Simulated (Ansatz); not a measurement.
# SiS: taking an electron away

The task here is to estimate one member of a computed series from the others.

Program: Ansatz 0.2.0, Gaussian basis. Level of theory: unrestricted cation, the program's frozen cores in correlated methods. These are calculated values, not measurements.

Levels to be run: UKS PBE-D4/def2-TZVPP; UKS r2SCAN-D4/def2-TZVPP; UKS PBE0-D4/def2-TZVPP; UKS B3LYP-D4/def2-TZVPP; UKS wB97X-V/def2-TZVPP; UKS wB97M-V/def2-TZVPP; UKS B2PLYP/def2-TZVPP; UHF-CCSD(T)/def2-TZVPP; UHF-CCSD(T)/def2-QZVPP; extrapolation to the limit; then −ε(HOMO) from the neutral's earlier runs with LDA (SPW92), PBE-D4, revPBE-D4, BLYP-D4, r2SCAN-D4, B97M-V, PBE0-D4, B3LYP-D4, r2SCANh-D4, r2SCAN0-D4, HSE06-D4, BHLYP-D4, CAM-B3LYP-D4, LC-ωPBE, ωB97X-V, ωB97M-V.

**The geometry**

The geometry comes from an earlier relaxation with PBE0-D4 in a triple-zeta def2 set; it is a stationary point.

SMILES `[Si-]#[S+]`, 2 atoms, charge 0, spin multiplicity 1.

Atoms are counted from 1 here; the program's logs count them from 0.

Bond lengths: Si1–S2 1.930 Å.

As a file:

```xyz
2

Si    0.00000    0.00000   -0.00029
S     0.00000    0.00000    1.92961
```

Set-up of the first run:

in.yaml reads:

```yaml
crystal:
  periodic: [false, false, false]
  atoms:
    - {symbol: Si, position_ang: [-0.000000, 0.000000, -0.000291]}
    - {symbol: S, position_ang: [0.000000, -0.000000, 1.929612]}
basis:
  gaussian: {orbitals: def2-TZVPP}
total_charge: 1
magnetization: {spin_polarized: true, initial_magnetization: 1}
hamiltonian: {xc: pbe, dispersion: d4}
```

Started as:

```sh
ansatz run in.yaml --threads 2 --pin off --events-out ev --progress --plain --max-ram 22528MiB --backend cpu
```

Steps of the session up to this table: Cation, UKS PBE-D4/def2-TZVPP; Cation, UKS r2SCAN-D4/def2-TZVPP; Cation, UKS PBE0-D4/def2-TZVPP; Cation, UKS B3LYP-D4/def2-TZVPP; Cation, UKS wB97X-V/def2-TZVPP; Cation, UKS wB97M-V/def2-TZVPP; Cation, UKS B2PLYP (frozen core)/def2-TZVPP; Cation, UHF-CCSD(T)/def2-TZVPP; Cation, UHF-CCSD(T)/def2-QZVPP.

One table of the session follows, with a row left open; its other results are not shown here.

Orbital estimates, from the neutral's runs:

| functional | −ε(HOMO) (eV) |
| --- | --- |
| LDA (SPW92) | 7.00 |
| PBE-D4 | 6.90 |
| revPBE-D4 | 6.86 |
| BLYP-D4 | 6.73 |
| r2SCAN-D4 | 7.15 |
| B97M-V | 7.20 |
| PBE0-D4 | 8.03 |
| B3LYP-D4 | 7.80 |
| r2SCANh-D4 | 7.57 |
| r2SCAN0-D4 | 8.18 |
| HSE06-D4 | ? |
| BHLYP-D4 | 9.02 |
| CAM-B3LYP-D4 | 9.30 |
| LC-ωPBE | 10.66 |
| ωB97X-V | 10.30 |
| ωB97M-V | 10.07 |

**Question.** Estimate the row for HSE06-D4.

As computed: −ε(HOMO) (eV): 7.63. In the column «−ε(HOMO) (eV)» it lies between r2SCANh-D4 (7.57) and B3LYP-D4 (7.80).

Caveats from the session: The cation may have settled in a state other than its lowest; no search over hole states beyond the program's own was made.
